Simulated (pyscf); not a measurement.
# Four-centre exchange: `[OH][AsH2]` + `[OH2]` -> `[OH][AsH2]` + `[OH2]`

Gas phase, singlet surface, charge 0. Bonds broken: As1–O2, O6–H7. Bonds formed: As1–O6, O2–H7. Structures and frequencies: ωB97X-D3(BJ)/def2-SVP in PySCF. Correlated levels are frozen-core, on RHF or UHF. ΔMP2 is the change of the MP2 total energy from the triple- to the quadruple-zeta basis.

Transition state (Å):

```xyz
8

As    -1.4049    -0.7066    -0.7419
O     -1.2327     0.7996     0.7401
H     -1.4173    -0.6240    -2.2884
H     -2.8471    -0.2102    -0.7392
H     -0.8409     0.3800     1.5179
O      0.1223     0.7428    -1.0943
H     -0.3184     1.0979    -0.1286
H     -0.0999     1.3358    -1.8246
```

One imaginary mode, 801i cm⁻¹; descent along it reached the two sides named, in the forms told below.

```csv
bond,change,reactant side (Å),saddle,product side
As1–O2,breaks,1.824,2.120,3.0
O6–H7,breaks,0.971,1.119,1.925
As1–O6,forms,3.2,2.135,1.818
O2–H7,forms,1.952,1.296,0.972
```

Electronic energies relative to the separated reactants (kcal/mol):

| level | barrier | reaction energy | reverse barrier |
|---|---|---|---|
| ωB97X-D3(BJ)/def2-TZVP | 30.8 | 0.0 | 30.8 |
| PBE/def2-TZVP | 23.2 | 0.0 | 23.2 |
| r²SCAN/def2-TZVP | 26.3 | 0.0 | 26.3 |
| B3LYP-D3(BJ)/def2-TZVP | 28.6 | 0.0 | 28.6 |
| PBE0-D3(BJ)/def2-TZVP | 27.9 | 0.0 | 27.9 |
| M06-2X/def2-TZVP | 30.2 | 0.0 | 30.2 |
| ωB97M-D3(BJ)/def2-TZVP | 30.6 | 0.0 | 30.6 |
| HF/def2-TZVP | 50.6 | 0.0 | 50.6 |
| MP2/def2-QZVPP | 32.5 | 0.0 | 32.5 |
| CCSD/def2-TZVPP | 37.0 | 0.0 | 37.0 |
| CCSD(T)/def2-TZVPP | 33.6 | 0.0 | 33.6 |
| CCSD(T)/def2-TZVPP + ΔMP2(QZVPP) | 34.0 | 0.0 | 34.0 |

With CCSD(T)/def2-TZVPP + ΔMP2(QZVPP) energies and thermal terms (ideal gas, 1 atm, RRHO with modes under 100 cm⁻¹ raised to 100, one conformer, R ln 2 for chiral ones without a mode under 150 cm⁻¹), in kcal/mol:

```
T (K)   ΔH‡   ΔG‡   ΔH   ΔG
-----  ----  ----  ---  ---
298    33.0  43.4  0.0  0.0
600    33.0  54.0  0.0  0.0
900    33.5  64.4  0.0  0.0
1200   34.2  74.6  0.0  0.0
```

On the reactant side the descent ends in a complex, 4.8 kcal/mol under the separated species and 35.7 kcal/mol under the saddle at ωB97X-D3(BJ)/def2-TZVP. On the product side the descent ends in a complex, 5.6 kcal/mol under the separated species and 36.4 kcal/mol under the saddle at ωB97X-D3(BJ)/def2-TZVP. This is the saddle that the search found; another between the same sides may lie lower. The CCSD(T) − MP2 part came from Ansatz, without density fitting, on the same reference. The frozen core leaves the outer d or s,p core shells of the metals and heavy elements correlated in the MP2 and CC values, and def2-TZVPP describes them poorly, which can shift differences by a few kcal/mol. Elements up to Kr have no core potential and no relativistic terms here.
